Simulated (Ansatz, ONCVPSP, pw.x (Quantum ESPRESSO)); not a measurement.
What a changed setting does to a pw.x run (bcc H)

Potential: optimised norm-conserving Vanderbilt (ONCV), ONCVPSP 4.0.1.1 (patched build), LDA (Perdew-Wang 92); core none, reference 1s1; waves: 1s: rc 1.55 bohr, ncon 3, nbas 8, qcut 6.2 1/bohr, 3 projectors, debl 0.7 Ha; p scattering state at 0.11 Ha: rc 1.40 bohr, ncon 3, nbas 7, qcut 5.2 1/bohr, 2 projectors, debl 1.9 Ha; local part: polynomial inside 1.00 bohr (lpopt 2, dvloc0 2 Ha); core correction: none.

The reference run (k-mesh 18³, cutoffs 35/140 Ry, Fermi–Dirac 0.01 Ry, mixing_beta 0.4, conv_thr 1e-9, no spin) gives -2.03 GPa at 2.974 Å³/atom, where all-electron LAPW gives -2.42 GPa. This run, with its own iteration cap, changes k-mesh shift to 1.

```
&control
  calculation='scf', prefix='x', pseudo_dir='./', outdir='./tmp', tstress=.true., disk_io='none'
/
&system
  ibrav=0, nat=1, ntyp=1, ecutwfc=35, ecutrho=140, nbnd=7,
  occupations='smearing', smearing='fd', degauss=0.01
/
&electrons
  conv_thr=1e-09, mixing_beta=0.4, electron_maxstep=50
/
ATOMIC_SPECIES
H 1.0 H.UPF
CELL_PARAMETERS angstrom
  -0.90592795 0.90592795 0.90592795
  0.90592795 -0.90592795 0.90592795
  0.90592795 0.90592795 -0.90592795
ATOMIC_POSITIONS crystal
H 0.0000 0.0000 0.0000
K_POINTS automatic
18 18 18 1 1 1
```

```bash
pw.x < H.scf.in > H.scf.out
```

How does the run end?

It converges in 3 iterations; the free energy moves by +5.8 meV/atom and the pressure by +0.32 GPa.

```
Message from routine setup:
     using ibrav=0 with symmetry is DISCOURAGED, use correct ibrav instead
     lattice parameter (alat)  =       2.9652  a.u.
     unit-cell volume          =      20.0695 (a.u.)^3
     number of electrons       =         1.00
     number of Kohn-Sham states=            7
     kinetic-energy cutoff     =      35.0000  Ry
     charge density cutoff     =     140.0000  Ry
     scf convergence threshold =      1.0E-09
     Exchange-correlation= SLA  PW   NOGX NOGC
     number of k points=   190  Fermi-Dirac smearing, width (Ry)=  0.0100
     iteration #  1     ecut=    35.00 Ry     beta= 0.40
     total energy              =      -1.06892770 Ry
     estimated scf accuracy    <       0.00001072 Ry
     iteration #  2     ecut=    35.00 Ry     beta= 0.40
     total energy              =      -1.06892894 Ry
     estimated scf accuracy    <       0.00000392 Ry
     iteration #  3     ecut=    35.00 Ry     beta= 0.40
     the Fermi energy is     3.9259 ev
!    total energy              =      -1.06892897 Ry
     estimated scf accuracy    <          1.8E-10 Ry
     smearing contrib. (-TS)   =      -0.00058142 Ry
     The total energy is F=E-TS. E is the sum of the following terms:
     one-electron contribution =       0.63838858 Ry
     hartree contribution      =       0.01476539 Ry
     xc contribution           =      -0.65861371 Ry
     ewald contribution        =      -1.06288780 Ry
     convergence has been achieved in   3 iterations
          total   stress  (Ry/bohr**3)                   (kbar)     P=      -17.09
     Message from routine punch:
     Nothing written, as per user request (disk_io='none')
```

The run took about 0.7 s on one core of a shared host (Neoverse-V1, 32 threads, 247 GiB, load 10).
